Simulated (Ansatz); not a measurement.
This geometry of C2H7FN2O (13 atoms, charge 0, multiplicity 1) is a first-order saddle point.

Method: Ansatz, RKS B3LYP-D4/def2-mTZVP.

```xyz
13
Properties=species:S:1:pos:R:3
C 0.684 -0.708 1.363
N 0.780 0.292 0.302
C -0.409 0.549 -0.463
N -0.930 -0.533 -1.169
O -0.204 1.599 -1.348
F -1.367 1.011 0.498
H 1.633 -0.738 1.898
H 0.461 -1.727 1.015
H -0.092 -0.413 2.064
H 1.533 0.086 -0.346
H -1.537 -0.365 -1.952
H -0.568 -1.458 -1.035
H 0.037 2.371 -0.812
```

Question: Which two structures does it join? (They come from a converged band through this point; their orientation in space is the band's.)

Answer: No bond is made or broken. The height of N4 over the plane of its neighbours goes from -0.38 to 0.35 Å.

First end point:

```xyz
13
Properties=species:S:1:pos:R:3
C 0.718 -0.693 1.345
N 0.791 0.342 0.315
C -0.376 0.522 -0.502
N -0.731 -0.584 -1.326
O -0.218 1.610 -1.332
F -1.433 0.810 0.417
H 1.655 -0.694 1.901
H 0.557 -1.707 0.954
H -0.084 -0.456 2.040
H 1.566 0.161 -0.317
H -1.491 -0.318 -1.946
H -1.045 -1.361 -0.755
H 0.113 2.333 -0.778
```

Last end point:

```xyz
13
Properties=species:S:1:pos:R:3
C 0.712 -0.693 1.298
N 0.728 0.351 0.276
C -0.522 0.581 -0.429
N -1.114 -0.459 -1.217
O -0.353 1.660 -1.271
F -1.448 0.873 0.579
H 1.707 -0.767 1.735
H 0.434 -1.689 0.922
H 0.018 -0.418 2.088
H 1.441 0.154 -0.422
H -0.578 -0.612 -2.064
H -1.185 -1.324 -0.693
H 0.181 2.307 -0.785
```

Question: How far does it lie above each of them?

Answer: 19.5 kJ/mol above the first and 3.2 kJ/mol above the second. This is the barrier of this one path; another mechanism may lie lower.

Time of the run: 5.6 min on 2 threads of Arm Neoverse V1 (shared host), peak memory 0.35 GiB.
